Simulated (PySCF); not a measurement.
How methods differ on the ionisation energy of Ne

Ne [Ne] (1S) → Ne⁺ [He] 2s2 2p5 (2P), as a difference of total energies. All numbers are calculated (PySCF 2.14, no relativity, point nucleus, in aug-cc-pVQZ). Correlated levels: valence: 1s2 frozen. The calculations carry no spin-orbit coupling.

```tsv
method	ionisation energy (eV)	plus first-order spin-orbit estimate	error of that sum (eV)
UHF	19.662	19.629	-1.936
LDA	22.190	22.157	+0.592
PBE	21.662	21.629	+0.064
PBE0	21.452	21.419	-0.146
r2SCAN	21.484	21.451	-0.114
B3LYP	21.713	21.681	+0.116
M06	21.643	21.610	+0.045
BLYP	21.673	21.641	+0.076
BHandHLYP	21.273	21.240	-0.325
MP2 (valence)	21.735	21.702	+0.137
SCS-MP2 (valence)	21.598	21.565	0.000
```

Reference: 21.565 eV (measured; NIST Atomic Spectra Database, ionization energies).

A first-order spin-orbit estimate (lowest level to lowest level, LS coupling) adds -0.033 eV.

Errors of the correlated levels include the incompleteness of this basis and the frozen core.
